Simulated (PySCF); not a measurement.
**NMR data sheet: Ethynylaluminium**

* Formula: C2HAl
* SMILES: C#[C][Al]
* InChI: InChI=1S/C2H.Al/c1-2;/h1H;
* Point group of the computed structure: C∞v
* Carbon signals: 2
* Proton signals: 1

Bonds (- single, = double, # triple, : aromatic): C1#C2 1.216 Å, C2-Al3 1.968 Å. C1 carries H4.

Theoretical values (PySCF): shieldings: GIAO B97-2/pcSseg-2, PBE0-D3(BJ)/def2-TZVP structure. No relativistic terms, no solvent, one computed conformer.

Scale: TMS for ¹H (σref 31.64), ¹³C (σref 185.38); ²⁷Al (σref 492.42) vs AlH4- (reference shieldings calculated alike).

| carbon | δC, type | δH (multiplicity) | HMBC from (2–3 bonds) | span of the C tensor (ppm) |
| --- | --- | --- | --- | --- |
| C1 | 73.1, CH | 0.89 (s) | – | 252 |
| C2 | 116.7, C | – | H4 | 323 |

Other nuclei:
| atoms | nucleus | environment | δ (ppm) | σ (ppm) |
| --- | --- | --- | --- | --- |
| Al3 | ²⁷Al | aluminium bonded to C | 144.5 | 347.9 |

δC 116.7: alkyne carbon. δC 73.1: terminal alkyne carbon; sp carbons lie upfield of alkene carbons because the cylindrical π system leaves one tensor component strongly shielded. δH 0.89: hydrogen on a terminal alkyne carbon; it lies on the axis of the triple bond, in its shielding cone.

Shifts are as computed. Against solution values, carbons near 30 ppm lie about +3 ppm off and those near 130 ppm about +7 ppm. Of 1211 compounds with measured shifts, 218 miss one by over three times the rms of a fit or turn the order of signals round; such compounds aren't used in these exercises.
